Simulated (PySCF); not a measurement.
Compound: C₄H₇F.
InChI=1S/C4H7F/c1-3-4(2)5/h3H,1-2H3/b4-3+

The calculation used PySCF 2.14.0, PBE0-D3(BJ)/def2-SVP geometry optimisation, gas phase.

Masses are those of the commonest isotopes; rigid-rotor values at the optimised geometry. 

(1) What are A, B and C (GHz)?

(2) Classify the top.

(3) Is it planar, by Δ = Ic − Ia − Ib?

(4) Give the other two planar moments, Paa and Pbb, and the rms extents of the mass along the axes.

(5) Where do the levels up to J = 3 lie, in MHz?

(6) Which lines would a microwave search look for?

(7) Estimate the classical rotational partition function at 100 K, 200 K and 298.15 K.

Results:

(1) Ia = 58.26, Ib = 140.08, Ic = 192.02 u·Å²; 505379 MHz·u·Å²/I gives 8674, 3608 and 2632 MHz, that is A = 8.6742, B = 3.6079, C = 2.6318 GHz.

(2) An asymmetric top. Ray's parameter κ = (2B − A − C)/(A − C) = -0.677; −1 is the prolate and +1 the oblate limit.

(3) Not planar: Δ = Ic − Ia − Ib = -6.31 u·Å². For a rigid frame Δ = −2 Σ m c², so Σ m c² = 3.16 u·Å² lies off the ab plane, practically all of it from hydrogen. The atom farthest from that plane is 0.89 Å away.

(4) Paa = Σ m a² = (Ib + Ic − Ia)/2 = 136.92 and Pbb = Σ m b² = (Ia + Ic − Ib)/2 = 55.11 u·Å². With the mass M = 74.05 u, the rms extents √(P/M) along a, b and c are 1.36, 0.86, 0.21 Å.

(5) Above 0(0,0):
J = 1: 1(0,1) 6240, 1(1,1) 11306, 1(1,0) 12282
J = 2: 2(0,2) 18591, 2(1,2) 22809, 2(1,1) 25738, 2(2,1) 40936, 2(2,0) 41064
J = 3: 3(0,3) 36813, 3(1,3) 39989, 3(1,2) 45835, 3(2,2) 59656, 3(2,1) 60281, 3(3,1) 87502, 3(3,0) 87513

(6) The dipole components are |μa| = 1.10 D, |μb| = 1.23 D, |μc| = 0.00 D; the mirror of this Cs structure is the ab plane, so μc vanishes by symmetry and there are no c-type lines. Intensities carry the squares of the components, which stand as 0.81 : 1.00 (a : b). Some lines, for components of 0.1 D or more:

```tsv
type	branch	J(Ka,Kc)	MHz	lower level (cm⁻¹)
a	Q	1(1,0) ← 1(1,1)	976	0.377
a	Q	2(1,1) ← 2(1,2)	2928	0.761
b	Q	1(1,0) ← 1(0,1)	6042	0.208
a	R	1(0,1) ← 0(0,0)	6240	0.000
b	Q	2(1,1) ← 2(0,2)	7146	0.620
b	R	2(0,2) ← 1(1,1)	7285	0.377
b	R	1(1,1) ← 0(0,0)	11306	0.000
a	R	2(1,2) ← 1(1,1)	11503	0.377
a	R	2(0,2) ← 1(0,1)	12352	0.208
a	R	2(1,1) ← 1(1,0)	13455	0.410
b	Q	2(2,0) ← 2(1,1)	15327	0.859
b	R	2(1,2) ← 1(0,1)	16570	0.208
b	Q	2(2,1) ← 2(1,2)	18127	0.761
b	R	2(2,1) ← 1(1,0)	28654	0.410
b	R	2(2,0) ← 1(1,1)	29758	0.377
```

(7) Point group Cs, symmetry number σ = 1; q = (√π/σ)·√((kT/h)³/(ABC)), k/h = 20836.6 MHz/K: 18600 at 100 K, 52500 at 200 K, 95600 at 298.15 K.

Whether it is a minimum is left open (no frequencies). No vibrational averaging or centrifugal distortion is included, and the geometry carries the error of its method. A rigid rotor knows nothing of internal rotation, which can split or shift real lines.
